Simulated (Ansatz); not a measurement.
Input for Ansatz (development build ahead of 0.2.0):

```yaml
crystal:
  periodic: [false, false, false]
  atoms:
    - { symbol: Si, position_ang: [0.0, 0.0, 0.0] }
    - { symbol: P, position_ang: [0.0, 0.0, 5.448] }
basis:
  gaussian: { orbitals: pcseg-2 }
magnetization:
  initial_magnetization: 3
hamiltonian:
  xc: { name: wB97X }
```

The input is written out in the form of the current development build from the run's settings.

The run gave:

```
Converged                       : yes
Total energy                    : -630.58563 hartree
Spin squared of the determinant : 3.750
Stability test                  : minimum among restricted orbitals
```

Caution: stretched shape with no unrestricted run beside it, a lower state can exist; charge can spread falsely over distant fragments.
